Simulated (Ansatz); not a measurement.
The reference is InP in the zinc blende structure (space group F-43m, No. 216; a = 5.8782 Å).

Method: plane-wave PAW DFT at the PBEsol level (Ansatz, a quantum-chemistry and plane-wave program, 420 eV), scalar-relativistic without spin-orbit coupling.

Now apply this change: full substitution In → Ga; the structure is relaxed again.

Measured band gap: InP 1.47 eV (static lattice; corrected from measurement; as listed in Wei Chen et al., Physical Review Materials (2018)); GaP 2.43 eV (static lattice; corrected from measurement; as listed in Wei Chen et al., Physical Review Materials (2018)).

Measured lattice parameter a: InP 5.858 Å (static lattice; corrected from measurement; as listed in Daniel Mejia-Rodriguez, S. B. Trickey, Phys. Rev. B (2018)); GaP 5.439 Å (static lattice; corrected from measurement; as listed in Daniel Mejia-Rodriguez, S. B. Trickey, Phys. Rev. B (2018)).

Task: How well does PBEsol reproduce the measured shift?

Result: With PBEsol the band gap moves by +0.88 eV (0.57 → 1.45) against +0.96 eV measured; the lattice parameter a moves by -0.440 Å (5.878 → 5.438) against -0.419 Å measured.

Whether these cells are dynamically stable was not tested.
